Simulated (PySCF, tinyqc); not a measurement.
Worked calculation: RHF in the sto-3g basis, for H2O, spin multiplicity 1. The lowest restricted solution is unstable here: a spin-polarised one lies 0.0020 hartree lower (PySCF). One step of it, computed by the program tinyqc.

Problem. Iteration 2: building the Fock matrix. J_ij = sum D_kl (ij|kl), K_ij = sum D_kl (ik|jl); F = H + J - 0.5 K; E = tr D H + tr D J / 2 - 0.25 tr D K + E_nn.

D after iteration 1, order 1O 1s, 1O 2s, 1O 2px, 1O 2py, 1O 2pz, 2H 1s, 3H 1s:
```
[[2.121927, -0.519015, 0.000000, 0.000000, -0.010652, 0.019905, 0.019905],
 [-0.519015, 2.208443, 0.000000, 0.000000, 0.055929, -0.082738, -0.082738],
 [0.000000, 0.000000, 2.000000, 0.000000, 0.000000, 0.000000, 0.000000],
 [0.000000, 0.000000, 0.000000, 2.068574, 0.000000, -0.091261, 0.091261],
 [-0.010652, 0.055929, 0.000000, 0.000000, 2.034515, -0.056533, -0.056533],
 [0.019905, -0.082738, 0.000000, -0.091261, -0.056533, 0.008584, 0.000531],
 [0.019905, -0.082738, 0.000000, 0.091261, -0.056533, 0.000531, 0.008584]]
```

core Hamiltonian H = T + V (hartree), order 1O 1s, 1O 2s, 1O 2px, 1O 2py, 1O 2pz, 2H 1s, 3H 1s:
```
[[-32.431533, -7.544307, 0.000000, 0.000000, -0.010611, -0.779673, -0.779673],
 [-7.544307, -9.059060, 0.000000, 0.000000, -0.132642, -2.017674, -2.017674],
 [0.000000, 0.000000, -7.226670, 0.000000, 0.000000, 0.000000, 0.000000],
 [0.000000, 0.000000, 0.000000, -7.297554, 0.000000, -1.223923, 1.223923],
 [-0.010611, -0.132642, 0.000000, 0.000000, -7.272599, -1.012927, -1.012927],
 [-0.779673, -2.017674, 0.000000, -1.223923, -1.012927, -3.962698, -0.614748],
 [-0.779673, -2.017674, 0.000000, 1.223923, -1.012927, -0.614748, -3.962698]]
```

Two-electron integrals (ij|kl) in chemists' order, unique and non-zero (hartree):
```
(11|11) 4.785065    (21|11) 0.741380    (21|21) 0.136873    (22|11) 1.118947
(22|21) 0.256633    (22|22) 0.817206    (31|31) 0.024477    (32|31) 0.037809
(32|32) 0.180518    (33|11) 1.115814    (33|21) 0.256684    (33|22) 0.817023
(33|33) 0.880159    (41|41) 0.024477    (42|41) 0.037809    (42|42) 0.180518
(43|43) 0.047444    (44|11) 1.115814    (44|21) 0.256684    (44|22) 0.817023
(44|33) 0.785270    (44|44) 0.880159    (51|51) 0.024477    (52|51) 0.037809
(52|52) 0.180518    (53|53) 0.047444    (54|54) 0.047444    (55|11) 1.115814
(55|21) 0.256684    (55|22) 0.817023    (55|33) 0.785270    (55|44) 0.785270
(55|55) 0.880159    (61|11) 0.076717    (61|21) 0.014062    (61|22) 0.026259
(61|33) 0.026210    (61|41) 0.000481    (61|42) 0.000913    (61|44) 0.026301
(61|51) 0.000387    (61|52) 0.000735    (61|54) 0.000073    (61|55) 0.026269
(61|61) 0.001462    (62|11) 0.216988    (62|21) 0.050525    (62|22) 0.182074
(62|33) 0.178808    (62|41) 0.002925    (62|42) 0.023940    (62|44) 0.184642
(62|51) 0.002355    (62|52) 0.019270    (62|54) 0.004696    (62|55) 0.182588
(62|61) 0.005301    (62|62) 0.053578    (63|31) 0.004900    (63|32) 0.029907
(63|43) 0.004760    (63|53) 0.003831    (63|63) 0.007043    (64|11) 0.132084
(64|21) 0.031118    (64|22) 0.119808    (64|33) 0.114616    (64|41) 0.006450
(64|42) 0.044487    (64|44) 0.127727    (64|51) 0.001247    (64|52) 0.011736
(64|54) 0.006723    (64|55) 0.116943    (64|61) 0.003383    (64|62) 0.042938
(64|64) 0.041098    (65|11) 0.106321    (65|21) 0.025049    (65|22) 0.096440
(65|33) 0.092260    (65|41) 0.001247    (65|42) 0.011736    (65|44) 0.095152
(65|51) 0.005904    (65|52) 0.039354    (65|54) 0.007087    (65|55) 0.101796
(65|61) 0.002723    (65|62) 0.034563    (65|64) 0.027413    (65|65) 0.029109
(66|11) 0.404132    (66|21) 0.095569    (66|22) 0.397117    (66|33) 0.382994
(66|41) 0.006155    (66|42) 0.071665    (66|44) 0.408447    (66|51) 0.004955
(66|52) 0.057687    (66|54) 0.020489    (66|55) 0.399486    (66|61) 0.010069
(66|62) 0.158321    (66|64) 0.145181    (66|65) 0.116863    (66|66) 0.774606
(71|11) 0.076717    (71|21) 0.014062    (71|22) 0.026259    (71|33) 0.026210
(71|41) -0.000481   (71|42) -0.000913   (71|44) 0.026301    (71|51) 0.000387
(71|52) 0.000735    (71|54) -0.000073   (71|55) 0.026269    (71|61) 0.001441
(71|62) 0.005144    (71|64) 0.003049    (71|65) 0.002646    (71|66) 0.009725
(71|71) 0.001462    (72|11) 0.216988    (72|21) 0.050525    (72|22) 0.182074
(72|33) 0.178808    (72|41) -0.002925   (72|42) -0.023940   (72|44) 0.184642
(72|51) 0.002355    (72|52) 0.019270    (72|54) -0.004696   (72|55) 0.182588
(72|61) 0.005144    (72|62) 0.041716    (72|64) 0.023498    (72|65) 0.026117
(72|66) 0.097790    (72|71) 0.005301    (72|72) 0.053578    (73|31) 0.004900
(73|32) 0.029907    (73|43) -0.004760   (73|53) 0.003831    (73|63) 0.005259
(73|73) 0.007043    (74|11) -0.132084   (74|21) -0.031118   (74|22) -0.119808
(74|33) -0.114616   (74|41) 0.006450    (74|42) 0.044487    (74|44) -0.127727
(74|51) -0.001247   (74|52) -0.011736   (74|54) 0.006723    (74|55) -0.116943
(74|61) -0.003049   (74|62) -0.023498   (74|64) -0.008391   (74|65) -0.014477
(74|66) -0.052063   (74|71) -0.003383   (74|72) -0.042938   (74|74) 0.041098
(75|11) 0.106321    (75|21) 0.025049    (75|22) 0.096440    (75|33) 0.092260
(75|41) -0.001247   (75|42) -0.011736   (75|44) 0.095152    (75|51) 0.005904
(75|52) 0.039354    (75|54) -0.007087   (75|55) 0.101796    (75|61) 0.002646
(75|62) 0.026117    (75|64) 0.014477    (75|65) 0.021372    (75|66) 0.066371
(75|71) 0.002723    (75|72) 0.034563    (75|74) -0.027413   (75|75) 0.029109
(76|11) 0.059714    (76|21) 0.014050    (76|22) 0.055623    (76|33) 0.054277
(76|44) 0.055290    (76|51) 0.000983    (76|52) 0.009899    (76|55) 0.057240
(76|61) 0.001460    (76|62) 0.016609    (76|64) 0.011696    (76|65) 0.012096
(76|66) 0.053760    (76|71) 0.001460    (76|72) 0.016609    (76|74) -0.011696
(76|75) 0.012096    (76|76) 0.006840    (77|11) 0.404132    (77|21) 0.095569
(77|22) 0.397117    (77|33) 0.382994    (77|41) -0.006155   (77|42) -0.071665
(77|44) 0.408447    (77|51) 0.004955    (77|52) 0.057687    (77|54) -0.020489
(77|55) 0.399486    (77|61) 0.009725    (77|62) 0.097790    (77|64) 0.052063
(77|65) 0.066371    (77|66) 0.261148    (77|71) 0.010069    (77|72) 0.158321
(77|74) -0.145181   (77|75) 0.116863    (77|76) 0.053760    (77|77) 0.774606
```

nuclear repulsion = 6.79219693 hartree

Give: Coulomb J; exchange K; Fock matrix F; total energy of this density.

Solution.

Coulomb J (hartree), order 1O 1s, 1O 2s, 1O 2px, 1O 2py, 1O 2pz, 2H 1s, 3H 1s:
```
[[18.5341, 3.5334, 0.0000, 0.0000, 0.0013, 0.3633, 0.3633],
 [3.5334, 8.7822, 0.0000, 0.0000, 0.0009, 1.8911, 1.8911],
 [0.0000, 0.0000, 8.7748, 0.0000, 0.0000, 0.0000, 0.0000],
 [0.0000, 0.0000, 0.0000, 8.7744, 0.0000, 1.2224, -1.2224],
 [0.0013, 0.0009, 0.0000, 0.0000, 8.7741, 0.9837, 0.9837],
 [0.3633, 1.8911, 0.0000, 1.2224, 0.9837, 3.9760, 0.5640],
 [0.3633, 1.8911, 0.0000, -1.2224, 0.9837, 0.5640, 3.9760]]
```

exchange K (hartree), order 1O 1s, 1O 2s, 1O 2px, 1O 2py, 1O 2pz, 2H 1s, 3H 1s:
```
[[9.8369, 1.7144, 0.0000, 0.0000, 0.0005, 0.1882, 0.1882],
 [1.7144, 2.8621, 0.0000, 0.0000, 0.0071, 0.5732, 0.5732],
 [0.0000, 0.0000, 2.3544, 0.0000, 0.0000, 0.0000, 0.0000],
 [0.0000, 0.0000, 0.0000, 2.3618, 0.0000, 0.2960, -0.2960],
 [0.0005, 0.0071, 0.0000, 0.0000, 2.3574, 0.2416, 0.2416],
 [0.1882, 0.5732, 0.0000, 0.2960, 0.2416, 0.2174, 0.1104],
 [0.1882, 0.5732, 0.0000, -0.2960, 0.2416, 0.1104, 0.2174]]
```

Fock matrix F (hartree), order 1O 1s, 1O 2s, 1O 2px, 1O 2py, 1O 2pz, 2H 1s, 3H 1s:
```
[[-18.8159, -4.8681, 0.0000, 0.0000, -0.0096, -0.5105, -0.5105],
 [-4.8681, -1.7079, 0.0000, 0.0000, -0.1353, -0.4132, -0.4132],
 [0.0000, 0.0000, 0.3709, 0.0000, 0.0000, 0.0000, 0.0000],
 [0.0000, 0.0000, 0.0000, 0.2959, 0.0000, -0.1495, 0.1495],
 [-0.0096, -0.1353, 0.0000, 0.0000, 0.3228, -0.1500, -0.1500],
 [-0.5105, -0.4132, 0.0000, -0.1495, -0.1500, -0.0954, -0.1060],
 [-0.5105, -0.4132, 0.0000, 0.1495, -0.1500, -0.1060, -0.0954]]
```

total energy of this density = -73.510567 hartree
